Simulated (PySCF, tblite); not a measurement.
# C5H7S radical: geometry, infrared bands and EPR parameters

Aim: predict the infrared bands and EPR parameters of C5H7S radical (`[CH2]CC(=S)C=C`).

Programs: tblite 0.8.0 and PySCF 2.14.0, with density-fitted response routines of our own. Each step states its level of theory. These are calculated values for one molecule in the gas phase, unless marked as measured. Atoms count from 0, in the outputs and in this text.

## Step 1: Starting geometry

13 atoms, charge 0, multiplicity 2; geometry from: force field or distance geometry start.

Bonds of the start (Å): C0–C1 1.51, C1–C2 1.49, C2–S3 1.64, C2–C4 1.47, C4–C5 1.31, C0–H6 1.11, C0–H7 1.10, C1–H8 1.11, C1–H9 1.12, C4–H10 1.10, C5–H11 1.09, C5–H12 1.06.

## Step 2: Relaxing the molecule with GFN2-xTB

What the job is given:

```
{"job": {"kind": "relax", "xc": "GFN2-xTB", "basis": "xTB"}, "charge": 0, "multiplicity": 2}
C      2.320600     0.108700    -0.283600
C      0.846200     0.454100    -0.324600
C     -0.002800    -0.699000     0.089100
S      0.753800    -2.097900     0.478600
C     -1.470200    -0.614900     0.140700
C     -2.167600     0.452500    -0.167300
H      2.860000     0.936900    -0.797200
H      2.583100    -0.833200    -0.793500
H      0.548400     0.741500    -1.358800
H      0.680500     1.290700     0.395800
H     -1.995000    -1.532000     0.443900
H     -3.254700     0.428700    -0.101600
H     -1.706700     1.364400    -0.461600
```

Run with:

```
> OMP_NUM_THREADS=1 python probes_run.py task.json out
```

One launch serves the whole session: the jobs run in the order shown.

**Question.** This job is followed by: GFN2-xTB harmonic vibrations, gas phase; UKS B3LYP, pcH-1 on C H S, non-relativistic, mean-field spin-orbit, GIAO. What will the session give for the following? strongest single infrared mode (GFN2-xTB); zero-point energy (GFN2-xTB); g(iso) (B3LYP); ⟨S²⟩; largest a(iso) (averaged by class); potential on the surface of density 0.002 e/bohr³, 1st and 99th percentile.

The runs gave:

| quantity | value |
| --- | --- |
| strongest single infrared mode (GFN2-xTB) | 1128 cm⁻¹, 103 km/mol |
| zero-point energy (GFN2-xTB) | 61.2 kcal/mol |
| g(iso) (B3LYP) | 2.00203 |
| ⟨S²⟩ | 0.754 (exact 0.75) |
| largest a(iso) (averaged by class) | 1H on H8, H9, 96.8 MHz |
| potential on the surface of density 0.002 e/bohr³, 1st and 99th percentile | -1.00 V and 1.21 V |

**Reading.** The optimisation took 88 steps and gained 0.508 eV; among the close pairs (by a distance rule), C0–C1 changed most, from 1.515 to 1.463 Å. All 33 modes are real, so the xTB geometry is a minimum. The strongest single mode, at 1128 cm⁻¹, is spread over several atoms, C1, C2, C0, H7 among them. Unscaled tight-binding wavenumbers are off by several per cent, some by more. Its intensities can rank the bands wrongly. C0 carries the largest spin population, 1.08 e. The isotropic g lies 0.3 ppt below the free-electron value. The conformer search (at its own cheap level) found a structure 30.2 kcal/mol lower, too far down for a turn about a bond: it may have other bonds, so these spectra needn't be the molecule's.
